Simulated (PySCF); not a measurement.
**CCl: frontier orbitals**

M06-L at R = 1.664 Å; PySCF, no relativity, basis sets C def2-SVPD, Cl def2-SVPD. State: ²Π (doublet), unpaired electrons π ↑. Only the outer orbitals are listed, counted within each symmetry.

| spin | orbital | occ. | ε (eV) | on C (%) | main shells (%) |
| --- | --- | --- | --- | --- | --- |
| α | 5σ | 1 | -24.36 | 14 | 82 Cl s, 10 C s |
| α | 6σ | 1 | -15.75 | 39 | 42 Cl p, 36 C s, 18 Cl s |
| α | 2π | 1 | -10.63 | 14 | 86 Cl p, 13 C p |
| α | 2π | 1 | -10.56 | 20 | 80 Cl p, 19 C p |
| α | 7σ | 1 | -9.14 | 76 | 47 C s, 29 C p, 26 Cl p |
| α | 3π | 1 | -5.17 | 75 | 75 C p, 20 Cl p |
| α | 3π | 0 | -4.42 | 79 | 79 C p, 14 Cl p |
| α | 8σ | 0 | 0.10 | 22 | 67 Cl p, 29 C p, 13 Cl d |
| α | 9σ | 0 | 1.29 | 28 | 53 Cl s, 27 C s, 12 Cl p |
| β | 5σ | 1 | -24.07 | 10 | 86 Cl s |
| β | 6σ | 1 | -14.93 | 33 | 51 Cl p, 29 C s, 14 Cl s |
| β | 2π | 1 | -10.48 | 11 | 88 Cl p, 11 C p |
| β | 2π | 1 | -10.02 | 8 | 91 Cl p, 8 C p |
| β | 7σ | 1 | -8.35 | 82 | 54 C s, 28 C p, 20 Cl p |
| β | 3π | 0 | -3.80 | 80 | 80 C p, 12 Cl p |
| β | 3π | 0 | -2.71 | 79 | 78 C p, 12 Cl d, 9 Cl p |
| β | 8σ | 0 | 0.49 | 19 | 71 Cl p, 24 C p, 13 Cl d |

Q: Which are the highest filled and the lowest empty level, where do they sit, and how wide is the gap?

A: Highest filled α 3π at -5.17 eV (in %: 75 C p, 20 Cl p); lowest empty α 3π at -4.42 eV (in %: 79 C p, 14 Cl p); the gap at M06-L is 0.75 eV. Both belong to one degenerate shell, split only by its one-sided filling, so this is no excitation gap.

| Item | Value |
| --- | --- |
| bond order (Mayer) | 1.51 |
| ⟨S²⟩ | 0.755 |
| charge on C (Mulliken, basis-dependent) | 0.18 |
| charge on C (Löwdin, basis-dependent) | -0.26 |
| dipole moment (positive dipole means C(−)Cl(+)) | 1.41 D |

The state was picked by a PBE0 search and need not be the measured ground state.
